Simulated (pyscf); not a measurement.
Structures and frequencies: ωB97X-D3(BJ)/def2-SVP in PySCF.

PBE/def2-TZVP puts the barrier of H₃C–SnH₃ + CH₃• → H₃C–SnH₂• + CH₄ (hydrogen abstraction; doublet surface; H–Sn broken, C–H formed) at -4.3 kJ/mol and the reaction energy at -143.2 kJ/mol, from the separated reactants. What do r²SCAN/def2-TZVP, M06-2X/def2-TZVP, ωB97M-D3(BJ)/def2-TZVP give on the same structures?

r²SCAN: ΔE‡ = 6.7 kJ/mol, ΔE = -128.5 kJ/mol; M06-2X: ΔE‡ = 12.3 kJ/mol, ΔE = -154.6 kJ/mol; ωB97M-D3(BJ): ΔE‡ = 13.9 kJ/mol, ΔE = -138.1 kJ/mol. PBE's barrier lies under all of them, by 11.1 to 18.3 kJ/mol. Its reaction energy lies among theirs. At PBE this geometry lies under the reactants; that is no barrier but a single point on another level's saddle; such a level's own saddle, if it has one, lies nearer that side and is low. One saddle was located; it need not be the lowest between these sides. The angle at the transferred H is 179°. Elements past Kr carry the def2 core potentials, without spin-orbit coupling.
